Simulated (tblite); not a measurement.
Run record: tight-binding relaxation, 2(5H)-thiophenone, `O=C1C=CCS1`.

Computed with GFN2-xTB geometry optimisation, gas phase (tblite 0.8.0). Start geometry: from a force field or distance geometry. The input is one job of a driver script: a line of settings, then coordinates in Å.

Command:
```bash
OMP_NUM_THREADS=1 python probes_run.py task.json out
```

Input:
```
{"job": {"kind": "relax", "xc": "GFN2-xTB", "basis": "xTB"}, "charge": 0, "multiplicity": 1}
O      2.715700    -0.532200    -0.273400
C      1.453000    -0.373900    -0.305600
C      0.671400     0.829400    -0.253600
C     -0.580700     0.705500     0.031700
C     -1.105200    -0.640300     0.323200
S      0.195100    -1.687100    -0.392400
H      1.130500     1.818400    -0.481100
H     -1.258600     1.591600     0.095400
H     -1.125600    -0.886200     1.403000
H     -2.086600    -0.820500    -0.169800
```

Problem. Estimate the output.

Solution. 
```
step      E/eV     max force
  0    -486.27546    5.159
  1    -486.39143    6.316
  2    -486.63431    1.724
  3    -486.66720    1.053
  4    -486.70094    0.684
  5    -486.73331    0.420
  6    -486.74340    0.341
  7    -486.75509    0.317
  8    -486.76617    0.462
  9    -486.77925    0.414
... (23 lines left out)
 33    -486.86981    0.050
 34    -486.86994    0.029
 35    -486.87004    0.029
 36    -486.87011    0.034
 37    -486.87017    0.027
 38    -486.87020    0.015
 39    -486.87022    0.015
 40    -486.87024    0.014
 41    -486.87026    0.014
 42    -486.87027    0.010
```

«max force» is the largest atomic force in eV/Å.

Problem. From which step on does the largest force stay under 0.1 eV/Å, and how much energy is left to gain from there?

Solution. From step 29 (0.046 eV/Å), 1.2 meV above the end.

Summary of the converged run: energy lowered by 13.7 kcal/mol over 42 steps; largest atomic force 0.010 eV/Å at the end.

Problem. Give the final coordinates.

Solution. 0.241 Å rms from the input after alignment:
```
atom  x, y, z in Å
O1     2.5962   -0.5338   -0.6363
C2     1.4435   -0.3822   -0.3496
C3     0.6915    0.8682   -0.2304
C4    -0.5888    0.7485    0.1050
C5    -1.0809   -0.6344    0.3125
S6     0.3351   -1.7385    0.0141
H7     1.2104    1.7925   -0.4176
H8    -1.2739    1.5705    0.2321
H9    -1.4424   -0.7931    1.3295
H10   -1.8818   -0.8930   -0.3818
```

Hardware: an Arm Neoverse V1 with one thread (shared host). Cost: 0.18 s of wall time.
Labels such as C1 count atoms from 1, the log's own numbers from 0.
